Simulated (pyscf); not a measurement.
PySCF, gas phase, ωB97X-D3(BJ)/def2-SVP geometries.

**Question.** For the elementary gas-phase step `[OH][GaH2]` + `[ClH]` -> `[OH][GaH][Cl]` + `[H][H]` (singlet surface; Ga–H, Cl–H broken, Cl–Ga, H–H formed), what barrier and reaction energy does ωB97M-D3(BJ)/def2-TZVP give, measured from the separated reactants?

**Answer.** ΔE‡ = 8.5 kcal/mol, ΔE = -25.4 kcal/mol. Zero-point energy shifts the barrier by +0.4 kcal/mol. It is a concerted two-bond exchange, with an imaginary mode of 1033i cm⁻¹. On the reactant side the descent ends in a complex, 5.5 kcal/mol under the separated species and 11.3 kcal/mol under the saddle at ωB97X-D3(BJ)/def2-TZVP. At ωB97X-D3(BJ)/def2-TZVP the barrier from the zero used here is 5.9 kcal/mol. This saddle turned up in a search for another step; its sides and bond changes are read from the two ends of the descent. This is the saddle that the search found; another between the same sides may lie lower. Elements up to Kr have no core potential and no relativistic terms here.
